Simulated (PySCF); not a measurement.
Compound: C₄H₅ClO.
Atom-mapped SMILES: `[CH3:1][C@@H:2]1[O:3][CH:4]=[C:5]1[Cl:6]` (hydrogens: H7, H8, H9 on C1; H10 on C2; H11 on C4)

Level of theory: PBE0-D3(BJ)/def2-SVP geometry optimisation, gas phase in PySCF.

What internal coordinates does the optimisation give?

```tsv
bond	length (Å)
C1–C2	1.501
C2–O3	1.463
O3–C4	1.375
C4=C5	1.341
C5–Cl6	1.696
C2–C5	1.508
C1–H7, C1–H8, C1–H9	1.100
C2–H10	1.103
C4–H11	1.091
```

Bonds in one row agree within 0.01 Å and their mean is given. A selection of angles:
```tsv
angle	degrees
C2–C1–H7	109.6
C2–C1–H9	110.8
H7–C1–H8	108.6
H7–C1–H9	108.4
C1–C2–O3	112.7
C1–C2–C5	119.2
C1–C2–H10	112.6
O3–C2–C5	86.9
O3–C2–H10	108.5
C5–C2–H10	113.9
C2–O3–C4	88.1
O3–C4–C5	97.6
O3–C4–H11	122.0
C5–C4–H11	140.4
C4–C5–Cl6	138.5
C2–C5–C4	87.5
C2–C5–Cl6	134.0
```

Dihedral angles: C1–C2–O3–C4 -121° (anticlinal); C2–O3–C4–C5 0° (synperiplanar); O3–C4–C5–Cl6 179° (antiperiplanar); C1–C2–C5–C4 114° (anticlinal).

O3 (cyclic ether oxygen) is bent (angle 88.1°). The 3 C–C bonds span 1.341 Å (C4=C5, drawn double) to 1.508 Å (C2–C5, drawn single), a spread of 0.167 Å. The C–O distances run from 1.375 Å (O3–C4, drawn single) to 1.463 Å (C2–O3, drawn single), a spread of 0.088 Å. The 4-membered ring C2–O3–C4–C5 has internal angles of 86.9° to 97.6° (sum 360°, against 360° for a flat polygon); it is planar, 0.00 Å rms from its mean plane, widest ring torsion 0°.

Point group: C1 (no symmetry element, even within 0.4 Å). No PBE0-D3(BJ)/def2-SVP frequencies stand behind this structure, so it isn't proved a minimum.
